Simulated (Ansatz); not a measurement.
We consider trigonal Se, described by r²SCAN (Ansatz, an electronic-structure program, PAW).

Numerical settings: plane-wave cutoff 500 eV, 12×12×8 k mesh (along the axes of the cell as run), Fermi–Dirac smearing 0.05 eV, scalar-relativistic PAW data made under PBE.

Computed at the level's own relaxed cell.

Estimate the equilibrium volume per atom, lattice constant a, c axis length and band gap that the calculation returns.


- equilibrium volume per atom: 29.26 Å³/atom
- lattice constant a: 4.506 Å
- c axis length: 4.991 Å
- band gap: 1.33 eV (on the SCF k mesh)

Measured, for comparison: lattice constant a 4.365 Å, lattice parameter c 4.958 Å (293 K, not corrected to a static lattice; as tabulated in Wikipedia's data pages). Computed (rounded) less measured: lattice constant a +3.2 %, lattice parameter c +0.7 %.

Note: the cell comes from a level without a dispersion term, which matters for the spacing of layers, chains or molecules.

Spin–orbit coupling is not included.

It cost around 2.6 core-minutes (rough) of CPU time.
